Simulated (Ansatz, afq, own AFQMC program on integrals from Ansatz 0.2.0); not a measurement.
Two steps: Ansatz 0.2.0 writes the Fock matrix and Cholesky factors of the valence space, and afq projects on them the lowest state that overlaps trial and start.

```yaml
crystal:
  periodic: [false, false, false]
  atoms:
    - {symbol: W, position_ang: [0.000000, 0.003829, 0.128483]}
    - {symbol: O, position_ang: [0.000000, -0.090757, -1.359514]}
    - {symbol: H, position_ang: [0.000000, 0.742244, -1.854195]}
basis:
  gaussian: {orbitals: def2-SVP}
magnetization: {spin_polarized: false, initial_magnetization: 1}
correlation: {method: ccsd_t, electrons: outside_noble_gas, hamiltonian_folder: ham}
```

```sh
$ ansatz run in.yaml --threads 1 --pin off --events-out ev --progress --plain --max-ram 24576MiB --backend cuda --devices 0, --max-vram 18GiB
```

afq runs on the folder ham with

```
--method phaseless --trial cisd --walkers 4000 --populations 20 --least-time 60 --time-step 0.005 --steps-per-block 50 --equilibration-blocks 40 --max-blocks 4000 --target-error 0.00021 --factor-cut 1e-05 --start spin_pure --seed 2924 --release-times 0.24,0.6,1.2,1.8,2.6 --release-step 0.04 --release-every 3 --taylor-order 6
```

Times are imaginary, in 1/Eh. The walk had a cap of 209 s. With eight or more populations the least sampling time is a fifth of least-time, and the error comes from their spread. Core potentials past Kr, no spin–orbit coupling.

Log:

```
orbitals 46  electrons 7 6  factors 390 of 496
reference energy -141.50558735 Eh
CCSD correlation -0.33174559 Eh in 28 cycles, weight of the determinant in the CISD state 0.8415
energy of the start -141.837331 Eh
 block  time / (1/Eh)  mean weight  energy / Eh
     1     0.250  0.9995  -141.833521
     2     0.500  1.0001  -141.837484
     3     0.750  0.9998  -141.840396
     4     1.000  0.9996  -141.843888
     5     1.250  1.0002  -141.844521
     8     2.000  1.0001  -141.846450
    13     3.250  0.9997  -141.847139
    22     5.500  0.9997  -141.848783
    31     7.750  1.0002  -141.849487
    40    10.000  1.0000  -141.851435
    49    12.250  1.0008  -141.852850
    58    14.500  1.0001  -141.851466
    67    16.750  1.0002  -141.850479
    76    19.000  1.0001  -141.852660
    79    19.750  0.9999  -141.853014
    85    21.250  0.9998  -141.850228
    94    23.500  0.9999  -141.850259
   103    25.750  0.9996  -141.850081
   112    28.000  1.0001  -141.850799
   118    29.500  1.0001  -141.851217
error from the spread of 20 populations
released: time / (1/Eh)  energy / Eh  error  mean overlap
  0.24  -141.851328  0.000196  0.9992
  0.60  -141.851593  0.000138  0.9989
  1.20  -141.851743  0.000217  0.9946
  1.80  -141.851492  0.000286  0.9934
  2.60  -141.851810  0.000364  0.9972
energy -141.851390 +/- 0.000167 Eh
(rows thinned)
```

The run passed its tests (sampling time, drift between the halves within three errors, error under three times the target), which doesn't prove that it has relaxed.

Against this walk (error 4.5 meV) on the same determinant: CCSD(T) 31.9 meV higher, CCSDT(Q) 15.0 meV lower. The error is statistical and leaves out the bias of the constraint. Released to 1.80 1/Eh the energy moves by -3 ± 9 meV (both errors), within twice the noise.

Cautions: constraint bias not in the error; no spin-orbit coupling; outer-core shells of the metal frozen; higher spins were not checked; a spin-contaminated unrestricted determinant lies lower (UHF 520 meV lower, ⟨S²⟩ 1.83); CCSDT(Q) on the UHF determinant differs (552 meV lower), perhaps since the unrestricted series falls towards higher spin.

The walk took 2.4 min on 1 × NVIDIA H100 80GB HBM3 with 2 threads of AMD EPYC 7R13 Processor (Zen 3), with other jobs on the host (the card was shared). The log's last line is the phaseless energy.

CCSDT and higher add their correlation energy to the determinant of the CCSD(T) run, since their own runs factorise the integrals more tightly (a shift of under 2 meV). A walk keeps the symmetry of its determinant, which the program's search chose and which needn't be the lowest solution, so a lower state of the same spin and another symmetry isn't excluded.
